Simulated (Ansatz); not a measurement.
**HPSi, singlet along the distance Si1-P2**

Starting geometry (PBE0/def2-TZVP stationary point for this spin, not checked as a minimum):

```tsv
atom	x (Å)	y (Å)	z (Å)
Si	0.0000	-0.0098	1.0767
P	0.0000	-0.0326	-0.9681
H	0.0000	1.2752	-0.2504
```

From there P2, H3 move together along the line of the two atoms named below, all else staying in place; atoms are numbered as listed. Energies are in kcal/mol, counted from the starting geometry at the same level. Kohn–Sham curves are unrestricted where that lies lower.

Basis cc-pVDZ; Ansatz 0.2.0. Only valence electrons are correlated (noble-gas cores frozen). R marks a restricted (for open shells ROHF) determinant.

Unrestricted Kohn–Sham rows aren't spin-pure: their determinants' ⟨S²⟩ exceeds S(S+1) by up to 2.01, so they mix in states of higher spin. Coupled cluster chose its determinant by a search with trial CCSD, here up to 4.26 eV above the lowest Hartree–Fock solution of its kind.

Full CI isn't at hand for all of this; RCCSDTQ serves as the reference, and is uncertain by the last step of the cluster series or more.

```tsv
distance Si1-P2 (Å)	RCCSDTQ	curve A	curve B	curve C	curve D
1.839	22.9	22.9	20.3	20.2	23.8
2.045	0.0	0.0	0.0	0.0	0.0
2.262	4.3	4.3	6.2	6.8	3.6
2.759	40.1	39.6	44.7	46.4	41.7
```

(1) The curves come from B3LYP, RCCSDT(Q), RPA-PBE, r2SCAN. Compare each with RCCSDTQ and say which is which.

In so small a basis the reference is far from its limit while semilocal and hybrid functionals are nearer theirs (RPA and double hybrids share part of the reference's basis error), so the functionals' errors here hold much of the reference's basis and frozen-core error, which can add to them or hide them.

Results:

(1) A: RCCSDT(Q), B: B3LYP, C: r2SCAN, D: RPA-PBE. Spread of the error against RCCSDTQ, over the points where both stand: A 0.5, B 7.2, C 9.0, D 2.3 kcal/mol.  The program flagged some runs of RCCSDT(Q) as in doubt.
